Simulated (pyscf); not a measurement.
This saddle point was located with ωB97X-D3(BJ)/def2-SVP in PySCF.

```
O
Si 1 1.6130
F 2 1.6789 1 103.65
H 2 1.4881 1 115.44 3 -114.36
H 2 1.4882 4 110.71 3 -112.97
H 1 1.5483 2 109.47 4 -140.42
O 6 1.0653 1 118.12 2 90.11
H 7 0.9821 6 99.96 1 -87.08
H 7 1.0653 8 99.95 6 -74.93
```

Surface: singlet, charge 0. Lowest wavenumbers (cm⁻¹): 1322i, 117, 132, 370, 422.

### Question
Which two sides does it connect, and which bonds change?

### Answer
HO–SiH₂–F + water (H₂O) ⇌ HO–SiH₂–F + water (H₂O), a four-centre exchange read from left to right: H–O, H–O broken and H–O, H–O formed. At CCSD(T)/def2-TZVPP + ΔMP2(QZVPP) it lies +1.69 eV from the left side and +1.69 eV from the right (each side as separated species at their lowest minima found). On the reactant side the descent ends in a complex, 0.34 eV under the separated species and 1.94 eV under the saddle at ωB97X-D3(BJ)/def2-TZVP. On the product side the descent ends in a complex, 0.34 eV under the separated species and 1.94 eV under the saddle at ωB97X-D3(BJ)/def2-TZVP. At ωB97X-D3(BJ)/def2-TZVP the barrier from the zero used here is 1.60 eV. The same reactants have a lower exit, to HO–SiH₂–OH + HF (barrier +0.99 eV at ωB97M-D3(BJ)/def2-TZVP, against +1.55 eV here). Another saddle between the same species, by other bonds, lies lower (0.85 eV against 1.55 eV at ωB97M-D3(BJ)/def2-TZVP). The CCSD(T) − MP2 part came from Ansatz, without density fitting, on the same reference.
